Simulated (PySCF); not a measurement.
**Structure from NMR data**

Molecular formula: C₆H₄N₂O₂. Simulated spectra:

¹H NMR (400 MHz, computed): δ 7.27 (d, 2H), 6.49 (br, 2H).

¹³C{¹H} NMR (computed): δ 169.0 (C), 139.9 (CH), 118.9 (C).

PySCF 2.14.0 with density-fitted response routines calculation with GIAO PBE0/pcSseg-2 shieldings and PBE0-D3(BJ)/def2-TZVP structure; one computed conformer, equivalent nuclei averaged, no solvent, no relativistic terms.

Scale: ¹H (σ = 31.52 ppm) and ¹³C (σ = 186.03 ppm) against TMS (reference shieldings calculated alike).

Problem. Propose a structure and justify it.

Solution. 
1. Rings plus π bonds: 6 (2 rings in the answer).
2. 3 carbon signals for 6 carbons: some carbons are equivalent by symmetry or fast rotation.
3. Carbon types of the structure: 4 × C, 2 × CH, leaving 2 H on heteroatoms.
4. δC 169.0: amide carbonyl carbon; it is a carbonyl in resonance with an O or N lone pair, the region of acids, esters and amides.
5. δC 139.9: alkene carbon bearing nitrogen; an sp2 carbon further deshielded by the attached heteroatom.
6. δC 118.9: β carbon of an enol-ether or enamine type C=C.
7. δH 7.27: hydrogen on an alkene carbon bearing nitrogen; attached to an sp2 carbon and in the plane of the double bond.
8. δH 6.49: hydrogen on an amide-type nitrogen; exchangeable, gas-phase position.

Structure: SMILES O=C1NC=C2C(=O)NC=C12.

The data come from this structure; uniqueness wasn't tested.

The OH or NH signal is concentration- and solvent-dependent in practice; the value given is the gas-phase one. Amide-type NH protons are broadened by 14N but still split neighbouring CH signals. Shifts are as computed. Against solution values, carbons near 30 ppm lie about +3 ppm off and those near 130 ppm about +9 ppm. Of 1309 compounds with measured shifts, 239 miss one by over three times the rms of a fit or turn the order of signals round; such compounds aren't used in these exercises. Hydrogen bonding in solution deshields acid and N–H amide carbonyl carbons by as much as 10 ppm beyond these values.
